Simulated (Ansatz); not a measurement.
## CH3⁺, singlet in cc-pVDZ: errors against full CI

Geometry: that of the CH3⁺, triplet, kept fixed.

```yaml
atoms:
  - { symbol: C, position_ang: [0.0000, 0.0000, 0.0548] }
  - { symbol: H, position_ang: [0.0000, 0.6835, -0.8953] }
  - { symbol: H, position_ang: [0.0000, 0.0000, 1.1377] }
  - { symbol: H, position_ang: [0.0000, -0.6835, -0.8953] }
```

Basis cc-pVDZ; Ansatz 0.2.0. Only valence electrons are correlated (noble-gas cores frozen), which leaves 6 electrons in 28 orbitals. Prefix R: restricted or restricted open-shell reference. Active spaces: valence = (6e, 7o) chosen from the atoms' valence shells.

Full CI is exact within this basis and frozen core; it isn't the basis-set limit.

* UHF ⟨S²⟩: 0.000
* T1 diagnostic (RCCSD): 0.0058
* largest doubles amplitude (RCCSD): 0.061

```
                   level  E − E(full CI) (meV)  share of correlation (%)  wall time
                     RHF                  3812                      0.00          –
                    RMP2                   753                     80.26          –
                    CISD                   195                     94.88     0.48 s
                   RCCSD                    77                     97.97          –
                RCCSD(T)                    15                     99.61     0.15 s
                 BCCD(T)                    15                     99.61     0.21 s
                  RCCSDT                     3                     99.91          –
                  CISDTQ                     3                     99.91      1.2 s
               RCCSDT(Q)                     1                     99.98      0.6 s
                 RCCSDTQ                     0                    100.00        7 s
  CASSCF (valence space)                  1794                     52.94          –
  NEVPT2 (valence space)                   505                     86.76     0.39 s
  MRCISD (valence space)                    64                     98.33          –
MRCISD+Q (valence space)                    21                     99.45     0.84 s
```

The correlation energy at full CI, counted from RHF, is -3.812 eV. That run took 6.5 s on 1 thread of Arm Neoverse V2, shared host over 2,701,046 determinants.

Times hold each run's SCF and search for its determinant on a shared host, so for small cases they say little of a method's own cost; they ran on 1 thread of Arm Neoverse V2.

The full-CI state has the irrep A1 of C2v, in the program's axes.

Natural occupations of full CI about the gap: 1.963 1.960 1.945 0.035 0.023 0.022 0.016 0.007 0.007 0.006; effectively unpaired electrons, Σ n²(2−n)², 0.03.
